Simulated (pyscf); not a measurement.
Elementary routes open to `[CH3][InH][CH3]` + `[ClH]` in the gas phase (singlet surface):
A. `[CH3][In]([CH3])[Cl]` + `[H][H]` (H–In, Cl–H broken; Cl–In, H–H formed)
B. `[CH4]` + `[CH3][InH][Cl]` (C–In, Cl–H broken; C–H, Cl–In formed)

PySCF, gas phase, ωB97X-D3(BJ)/def2-SVP geometries.

Problem. Rank the routes by free-energy barrier at 1200 K, lowest first, for ωB97M-D3(BJ)/def2-TZVP energies (ideal gas, 1 atm, RRHO with modes under 100 cm⁻¹ raised to 100, one conformer, R ln 2 for chiral ones without a mode under 150 cm⁻¹).

Solution. A (171.7 kJ/mol), B (189.4 kJ/mol)

Route A is the fastest of these, ahead of the next by 17.7 kJ/mol. The most stable products are those of B (ΔG = -138.1 kJ/mol), whose barrier is 17.7 kJ/mol higher: the kinetic and the thermodynamic product differ. At 298 K A is still the fastest. A: On the reactant side the descent ends in an adduct with a Cl–In contact, 29.4 kJ/mol under the separated species and 18.8 kJ/mol under the saddle at ωB97X-D3(BJ)/def2-TZVP. B: On the reactant side the descent ends in an adduct with a Cl–In contact, 29.1 kJ/mol under the separated species and 36.2 kJ/mol under the saddle at ωB97X-D3(BJ)/def2-TZVP. On the product side the descent ends in a complex (not fully relaxed), 17.5 kJ/mol under the separated species and 201.2 kJ/mol under the saddle at ωB97X-D3(BJ)/def2-TZVP. Only these routes are compared; each barrier is that of the saddle found, and lower ones may exist. Elements past Kr carry the def2 core potentials, without spin-orbit coupling.
